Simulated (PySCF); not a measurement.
A computed geometry (GFN2-xTB, dihedral held):
```
atom  x, y, z in Å
C1    -1.9968   -0.0477   -0.0272
C2    -0.5676   -0.1998    0.4817
C3     0.5255    0.1655   -0.5379
C4     0.1575   -0.0691   -1.9961
F5    -0.0981   -1.4000   -2.2378
H6    -2.1900   -0.7293   -0.8504
H7    -2.1914    0.9725   -0.3541
H8    -2.6934   -0.2830    0.7744
H9    -0.4275    0.4138    1.3732
H10   -0.4319   -1.2428    0.7769
H11    0.7617    1.2295   -0.4562
H12    1.4322   -0.3955   -0.3077
H13    0.9916    0.2067   -2.6511
H14   -0.7394    0.4814   -2.2910
```

Neutral, closed shell.

**Question.** Which heavy atoms are bonded, and with what formal order?

**Answer.** C1–C2 1.52 Å (single); C2–C3 1.54 Å (single); C3–C4 1.52 Å (single); C4–F5 1.38 Å (single). Bonds to hydrogen (Å): C1–H6 1.09; C1–H7 1.09; C1–H8 1.09; C2–H9 1.09; C2–H10 1.09; C3–H11 1.09; C3–H12 1.09; C4–H13 1.10; C4–H14 1.09.

**Question.** Which species is it?

**Answer.** `CCCCF`, C4H9F, 1-fluorobutane.

**Question.** What is the point group of this geometry?

**Answer.** C1 (no symmetry element, even within 0.4 Å).

**Question.** Describe the place of each heavy atom.

**Answer.** C1: methyl carbon; C2: chain CH2 carbon; C3: chain CH2 carbon; C4: sp3 C–F carbon; F5: alkyl fluorine.

**Question.** What is the arrangement about C4?

**Answer.** It has 4 neighbours (C3, F5, H13, H14) and is tetrahedral (angles from 106.2° to 112.3°).

**Question.** What is the arrangement about C1?

**Answer.** It has 4 neighbours (C2, H6, H7, H8) and is tetrahedral (angles from 108.0° to 111.2°).

The geometry is a constrained GFN2-xTB structure with the dihedral C1–C2–C3–C4 held at 330°, isolated molecule; it need not be a minimum.
